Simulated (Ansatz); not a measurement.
Worked example: correlation energy of HN–SH⁺, triplet

Geometry: that of the HN–SH, doublet, kept fixed. The singlet lies 2.0 eV lower here.

```xyz
4

N     0.0000   -0.1878    1.0997
S     0.0000    0.0962   -0.5000
H     0.0000    0.7404    1.5312
H     0.0000   -1.1895   -0.9067
```

Basis cc-pVDZ; Ansatz 0.2.0. Correlated methods freeze the noble-gas cores, which leaves 12 electrons in 36 orbitals. R marks a restricted (for open shells ROHF) determinant, U an unrestricted one.

Full CI isn't at hand for all of this; UCCSDT(Q) serves as the reference, and is uncertain by about the last step of the cluster series.

Runs differ by some tens of microhartree through their thresholds and, for an open shell, their frozen cores, so steps under 0.03 kcal/mol mean nothing.

| level | total energy (hartree) |
| --- | --- |
| UHF | -452.740016 |
| UMP2 | -452.991260 |
| UCCSD | -453.026882 |
| UCCSD(T) | -453.036426 |
| UCCSDT | -453.037669 |
| UCCSDT(Q) | -453.038561 |

What is the correlation energy at UCCSDT(Q), and what share of it do UMP2 and UCCSD(T) recover?

E(corr) = -453.038561 − (-452.740016) = -0.298545 hartree = -8.124 eV. UMP2: -0.251244 / -0.298545 = 84.16 %. UCCSD(T): -0.296410 / -0.298545 = 99.28 %.

By how many kcal/mol does UCCSD(T) miss UCCSDT(Q) (1 hartree = 627.509 kcal/mol), and which steps make up the rest?

-453.036426 − (-453.038561) = 0.002135 hartree = 1.34 kcal/mol. Steps: UCCSDT − UCCSD(T) = -0.78, UCCSDT(Q) − UCCSDT = -0.56 kcal/mol. Differences between like states or geometries often cancel part of this.
